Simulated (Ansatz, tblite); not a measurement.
# [GeBr3]-: rung by rung, part 2 of 2

Aim: run the singlet of [GeBr3]- at one geometry on many levels, and compare frontier levels, spin and run time.

Ansatz 0.2.0, Gaussian basis; as each input shows. The steps go on from the part before.

## Step 12: B97M-V/def2-TZVPD

in.yaml

```yaml
crystal:
  periodic: [false, false, false]
  atoms:
    - {symbol: Ge, position_ang: [-0.005940, 0.006146, 0.902629]}
    - {symbol: Br, position_ang: [2.173935, -0.038531, -0.286826]}
    - {symbol: Br, position_ang: [-1.052784, 1.898016, -0.320431]}
    - {symbol: Br, position_ang: [-1.115211, -1.865631, -0.295363]}
basis:
  gaussian: {orbitals: def2-TZVPD, initial_orbitals: start.molden}
total_charge: -1
hamiltonian: {xc: {name: B97M-V}}
scf: {omitted_lower_state_checks: [starts]}
output: {orbitals: {seedname: orbitals}}
```

On the command line:

```bash
$ ansatz run in.yaml --threads 4 --pin off --events-out ev --progress --plain --max-ram 3916MiB
```

Output (excerpt; [...] marks lines left out):

```text
Functional definition: B97M-V
  name "B97M-V"
  cite "Mardirossian & Head-Gordon, J. Chem. Phys. 142, 074111 (2015) doi:10.1063/1.4907719"
  cite "Becke, J. Chem. Phys. 107, 8554 (1997) doi:10.1063/1.475007"
  cite "Vydrov & Van Voorhis, J. Chem. Phys. 133, 244103 (2010) doi:10.1063/1.3521275"
  # Of w^i u^j: cxij and so on, Table III.
[...]
  gx(w, u) = cx00 + cx01*u + cx02*u^2 + (cx10 + cx11*u)*w
  gss(w, u) = css00 + css02*u^2 + css10*w + (css32*w^3 + css42*w^4)*u^2
  gos(w, u) = cos00 + cos01*u + cos03*u^3 + cos10*w + cos32*w^3*u^2
[...]
      + integral(e_c_pw_mod_opposite_spin*gos(b97_w_opposite, b97_u_opposite)) + vv10(b, c)
[...]
1633 factors; their error is unknown
[...]
mean field -266615.45605038 eV, -9797.9372914048 hartree, gradient 2.4e-5 eV, S^2 0.000000; 0 other end points of the search recorded, 0 dependent functions left out
reference -266615.45614038 eV, -9797.9372947122 hartree; 69, 69 occupied and 156, 156 virtual orbitals, 1633 factors
Total energy: -266615.45614038 eV, -9797.9372947122 hartree
Checks for a lower state left out: starts
```

Run time: 19 s. Hardware: 4 threads of Arm Neoverse N1, shared host.

HOMO -1.91 eV, LUMO 2.30 eV.

## Step 13: PBE-D4/def2-SVPD

Edit in.yaml of step 12 so:

```diff
@@ -8,5 +8,5 @@
 basis:
-  gaussian: {orbitals: def2-TZVPD, initial_orbitals: start.molden}
+  gaussian: {orbitals: def2-SVPD, initial_orbitals: start.molden}
 total_charge: -1
-hamiltonian: {xc: {name: B97M-V}}
+hamiltonian: {xc: pbe, dispersion: d4}
 scf: {omitted_lower_state_checks: [starts]}
```

Launched as before.

Output:

```text
Functional definition: PBE
  name "PBE"
  cite "Perdew, Burke & Ernzerhof, Phys. Rev. Lett. 77, 3865 (1996) doi:10.1103/PhysRevLett.77.3865"
  parent pbe
  parameter kappa = 0.804
  parameter beta = 0.06672455060314922
  exchange = pbe_x(kappa = kappa, mu = beta*pi^2/3)
  correlation = pbe_c(beta = beta)
these checks for a lower state are left out or cut short: starts
1726 factors; their error is unknown
mean field evaluation 1: about -266591.5723 eV, gradient 1.5e1 eV
mean field evaluation 2: about -266591.7556 eV, gradient 2.1e-1 eV
mean field evaluation 4: about -266591.6847 eV, gradient 2.3e-2 eV
mean field -266591.68474022 eV, -9797.0637118690 hartree, gradient 1.9e-5 eV, S^2 0.000000; 0 other end points of the search recorded, 0 dependent functions left out
reference -266591.68478192 eV, -9797.0637134013 hartree; 69, 69 occupied and 92, 92 virtual orbitals, 1726 factors
Total energy: -266591.88980025 eV, -9797.0712476859 hartree
Checks for a lower state left out: starts
```

It took 3.1 s on 4 threads of Arm Neoverse N1, shared host.

Report: HOMO -1.74 eV, LUMO 2.12 eV.

## Step 14: PBE0-D4/def2-SVPD

Edit in.yaml of step 13 so:

```diff
@@ -10,3 +10,3 @@
 total_charge: -1
-hamiltonian: {xc: pbe, dispersion: d4}
+hamiltonian: {xc: pbe0, dispersion: d4}
 scf: {omitted_lower_state_checks: [starts]}
```

Launched as before.

Output:

```text
Functional definition: PBE0
  name "PBE0"
  cite "Adamo & Barone, J. Chem. Phys. 110, 6158 (1999) doi:10.1063/1.478522"
  cite "Perdew, Burke & Ernzerhof, Phys. Rev. Lett. 77, 3865 (1996) doi:10.1103/PhysRevLett.77.3865"
  parent pbe
  parameter a = 0.25
  parameter kappa = 0.804
  parameter beta = 0.06672455060314922
  exchange = (1 - a)*pbe_x(kappa = kappa, mu = beta*pi^2/3) + a*exact_x
  correlation = pbe_c(beta = beta)
these checks for a lower state are left out or cut short: starts
1536 factors; integrals over basis functions are off by at most 3.6e-4 eV
mean field evaluation 1: about -266600.1921 eV, gradient 8.3e0 eV
mean field evaluation 2: about -266600.2361 eV, gradient 5.2e-2 eV
mean field evaluation 4: about -266600.2458 eV, gradient 6.6e-5 eV
mean field -266600.24584547 eV, -9797.3783266840 hartree, gradient 1.1e-5 eV, S^2 0.000000; 0 other end points of the search recorded, 0 dependent functions left out
reference -266600.24587860 eV, -9797.3783279014 hartree; 69, 69 occupied and 92, 92 virtual orbitals, 1536 factors
Total energy: -266600.42439526 eV, -9797.3848882677 hartree
Checks for a lower state left out: starts
```

Wall time 6.5 s (4 threads of Arm Neoverse N1, shared host).

HOMO -2.68 eV, LUMO 2.81 eV.

## Step 15: HF/STO-3G

Edit in.yaml of step 14 so:

```diff
@@ -8,5 +8,5 @@
 basis:
-  gaussian: {orbitals: def2-SVPD, initial_orbitals: start.molden}
+  gaussian: {orbitals: STO-3G}
 total_charge: -1
-hamiltonian: {xc: pbe0, dispersion: d4}
+hamiltonian: {xc: hf}
 scf: {omitted_lower_state_checks: [starts]}
```

Launched as before.

Output:

```text
Functional definition: HF
  name "HF"
  cite "Fock, Z. Phys. 61, 126 (1930) doi:10.1007/BF01340294"
  parent pbe
  exchange = exact_x
  correlation = 0
these checks for a lower state are left out or cut short: starts
713 factors; integrals over basis functions are off by at most 1.5e-5 eV
mean field evaluation 1: about -263563.2653 eV, gradient 1.5e1 eV
mean field evaluation 2: about -263563.2851 eV, gradient 1.5e1 eV
mean field evaluation 4: about -263565.0597 eV, gradient 8.2e-1 eV
mean field evaluation 8: about -263565.0680 eV, gradient 1.6e-5 eV
mean field -263565.06799091 eV, -9685.8375978463 hartree, gradient 1.7e-5 eV, S^2 0.000000; 0 other end points of the search recorded, 0 dependent functions left out
reference -263565.06799091 eV, -9685.8375978463 hartree; 69, 69 occupied and 3, 3 virtual orbitals, 713 factors
Total energy: -263565.06799091 eV, -9685.8375978463 hartree
Checks for a lower state left out: starts
```

Run time: 0.65 s. Hardware: 4 threads of Arm Neoverse N1, shared host.

From the report: HOMO -0.56 eV, LUMO 12.86 eV.

## Step 16: HF/6-31G

Edit in.yaml of step 15 so:

```diff
@@ -8,3 +8,3 @@
 basis:
-  gaussian: {orbitals: STO-3G}
+  gaussian: {orbitals: 6-31G}
 total_charge: -1
```

Same command.

Output:

```text
Functional definition: HF
  name "HF"
  cite "Fock, Z. Phys. 61, 126 (1930) doi:10.1007/BF01340294"
  parent pbe
  exchange = exact_x
  correlation = 0
these checks for a lower state are left out or cut short: starts
1045 factors; integrals over basis functions are off by at most 5.6e-4 eV
mean field evaluation 1: about -266436.7027 eV, gradient 1.5e1 eV
mean field evaluation 2: about -266436.7153 eV, gradient 1.5e1 eV
mean field evaluation 4: about -266437.6204 eV, gradient 1.6e0 eV
mean field evaluation 8: about -266437.6307 eV, gradient 4.1e-4 eV
mean field -266437.63066667 eV, -9791.4023290877 hartree, gradient 1.6e-5 eV, S^2 0.000000; 0 other end points of the search recorded, 0 dependent functions left out
reference -266437.63066667 eV, -9791.4023290877 hartree; 69, 69 occupied and 47, 47 virtual orbitals, 1045 factors
Total energy: -266437.63066667 eV, -9791.4023290877 hartree
Checks for a lower state left out: starts
```

Wall time 2.2 s (4 threads of Arm Neoverse N1, shared host).

Report: HOMO -4.90 eV, LUMO 5.77 eV.

## Step 17: B3LYP-D4/6-31G

Edit in.yaml of step 16 so:

```diff
@@ -10,3 +10,3 @@
 total_charge: -1
-hamiltonian: {xc: hf}
+hamiltonian: {xc: {name: B3LYP}, dispersion: d4}
 scf: {omitted_lower_state_checks: [starts]}
```

Launched as before.

Output (excerpt; [...] marks lines left out):

```text
Functional definition: B3LYP
  name "B3LYP"
  cite "Stephens, Devlin, Chabalowski & Frisch, J. Phys. Chem. 98, 11623 (1994) doi:10.1021/j100096a001"
  cite "Becke, Phys. Rev. A 38, 3098 (1988) doi:10.1103/PhysRevA.38.3098"
  cite "Lee, Yang & Parr, Phys. Rev. B 37, 785 (1988) doi:10.1103/PhysRevB.37.785"
  cite "Vosko, Wilk & Nusair, Can. J. Phys. 58, 1200 (1980) doi:10.1139/p80-159"
[...]
1045 factors; integrals over basis functions are off by at most 5.6e-4 eV
[...]
mean field -266627.45733340 eV, -9798.3783304208 hartree, gradient 5.1e-5 eV, S^2 0.000000; 0 other end points of the search recorded, 0 dependent functions left out
reference -266627.45758141 eV, -9798.3783395351 hartree; 69, 69 occupied and 47, 47 virtual orbitals, 1045 factors
Total energy: -266627.80132266 eV, -9798.3909717929 hartree
Checks for a lower state left out: starts
```

Wall time 3.1 s (4 threads of Arm Neoverse N1, shared host).

HOMO -2.41 eV, LUMO 2.85 eV.

## Step 18: CCSD(T)/def2-SVPD

Edit in.yaml of step 17 so:

```diff
@@ -8,5 +8,5 @@
 basis:
-  gaussian: {orbitals: 6-31G}
+  gaussian: {orbitals: def2-SVPD, initial_orbitals: start.molden}
 total_charge: -1
-hamiltonian: {xc: {name: B3LYP}, dispersion: d4}
+correlation: {method: ccsd_t}
 scf: {omitted_lower_state_checks: [starts]}
```

Launched as before.

Output (excerpt; [...] marks lines left out):

```text
Functional definition: HF
  name "HF"
  cite "Fock, Z. Phys. 61, 126 (1930) doi:10.1007/BF01340294"
  parent pbe
[...]
1536 factors; integrals over basis functions are off by at most 3.6e-4 eV
[...]
mean field -266444.16599848 eV, -9791.6424981019 hartree, gradient 2.7e-6 eV, S^2 0.000000; 0 other end points of the search recorded, 0 dependent functions left out
36 core orbitals not correlated: weight in the atoms' cores, before any rotation towards them, 1.000 or more for the frozen orbitals, at most 0.000 for the correlated occupied ones
reference -266444.16599848 eV, -9791.6424981019 hartree; 33, 33 occupied and 92, 92 virtual orbitals, 1536 factors
second order -25.54163974 eV of doubles, -0.00000000 eV of singles
cycle   1  -24.85704893 eV  change    6.8e-1 eV  update   1.0e-1
[...]
cycle   9  -25.45214770 eV  change   -4.8e-5 eV  update   3.0e-5
perturbative correction -0.74020188 eV, -0.0272019175 hartree
Total energy: -266470.35834806 eV, -9792.6050491952 hartree
Checks for a lower state left out: starts
```

Wall time 98 s (4 threads of Arm Neoverse N1, shared host); peak memory 1.4 GiB.

Report: Hartree-Fock HOMO -4.76 eV, LUMO 5.04 eV; T1 0.009.

## Step 19: RPA/def2-SVPD

Edit in.yaml of step 18 so:

```diff
@@ -10,4 +10,4 @@
 total_charge: -1
-correlation: {method: ccsd_t}
+hamiltonian: {xc: pbe}
+correlation: {method: rpa}
 scf: {omitted_lower_state_checks: [starts]}
-output: {orbitals: {seedname: orbitals}}
```

Launched as before.

Output (excerpt; [...] marks lines left out):

```text
Functional definition: PBE
  name "PBE"
  cite "Perdew, Burke & Ernzerhof, Phys. Rev. Lett. 77, 3865 (1996) doi:10.1103/PhysRevLett.77.3865"
  parent pbe
[...]
1536 factors; integrals over basis functions are off by at most 3.6e-4 eV
[...]
mean field -266591.68473396 eV, -9797.0637116390 hartree, gradient 1.1e-6 eV, S^2 0.000000; 0 other end points of the search recorded, 0 dependent functions left out
36 core orbitals not correlated: weight in the atoms' cores, before any rotation towards them, 1.000 or more for the frozen orbitals, at most 0.000 for the correlated occupied ones
reference -266442.60414959 eV, -9791.5851012139 hartree; 33, 33 occupied and 92, 92 virtual orbitals, 1536 factors
Total energy: -266478.80503330 eV, -9792.9154591525 hartree
Checks for a lower state left out: starts
```

It took 9 s on 4 threads of Arm Neoverse N1, shared host.

## Step 20: Comparison

```
               level  functions  HOMO (eV)  LUMO (eV)  gap (eV)    time
           HF/STO-3G         72      -0.56      12.86     13.42  0.65 s
            HF/6-31G        116      -4.90       5.77     10.67   2.2 s
      LDA/def2-TZVPD        225      -1.88       1.93      3.80   3.8 s
    PBE-D4/def2-SVPD        161      -1.74       2.12      3.86   3.1 s
   PBE-D4/def2-TZVPD        225      -1.69       2.14      3.83   4.7 s
revPBE-D4/def2-TZVPD        225      -1.63       2.21      3.84   5.5 s
r2SCAN-D4/def2-TZVPD        225      -1.90       2.41      4.31    11 s
   B97M-V/def2-TZVPD        225      -1.91       2.30      4.22    19 s
      B3LYP-D4/6-31G        116      -2.41       2.85      5.26   3.1 s
 B3LYP-D4/def2-TZVPD        225      -2.49       2.57      5.06    13 s
   PBE0-D4/def2-SVPD        161      -2.68       2.81      5.49   6.5 s
  PBE0-D4/def2-TZVPD        225      -2.63       2.80      5.43    14 s
 HSE06-D4/def2-TZVPD        225      -2.25       2.47      4.72    14 s
  ωB97X-V/def2-TZVPD        225      -4.67       4.07      8.74    24 s
  ωB97M-V/def2-TZVPD        225      -4.60       3.55      8.14    28 s
```

Energy pieces by basis (eV):

```
    basis            HF  MP2 correlation  CCSD correlation      (T)         total
def2-SVPD  -266444.1660         -25.5416          -25.4521  -0.7402  -266470.3583
```

## Step 21: Outcome

What follows sums up all 2 parts.

```
                                                  quantity                             value
gap in def2-TZVPD, named functionals, smallest and largest  3.80 eV (LDA), 8.74 eV (ωB97X-V)
                     correlation energy, CCSD(T)/def2-SVPD                         -26.19 eV
           PBE0 total energy, smallest basis above largest  32.32 eV (def2-SVPD, def2-TZVPD)
```

In words: Orbital gaps of the named functionals in def2-TZVPD span 3.80 eV (LDA) to 8.74 eV (ωB97X-V); exact exchange widens it.

The slowest run with a step of its own, CCSD(T)/def2-SVPD, took 98 s; the quickest functional in def2-TZVPD took 3.8 s (shared host).
